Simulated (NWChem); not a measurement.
## Correlation energy of water (H$_{2}$O)

```xyz
3

O      0.0000     0.0000     0.1226
H      0.7577     0.0000    -0.4905
H     -0.7577     0.0000    -0.4905
```
Charge 0, spin multiplicity 1.

Program: NWChem. All single points use one geometry, from PBE/def2-SVP, a minimum by its harmonic frequencies.

Basis set: cc-pVQZ. Each correlation energy counts from its own Hartree-Fock reference.

The correlated methods keep 1 core orbital frozen. Coupled-cluster values serve here as a point of comparison, not as the truth.

Question: One of these methods gave a correlation energy of -284.3 mHa. Which?
A. MP2
B. CCSD
C. CCSD(T)

Answer: A, MP2. The others give -296.4 (CCSD(T)), -287.3 (CCSD).
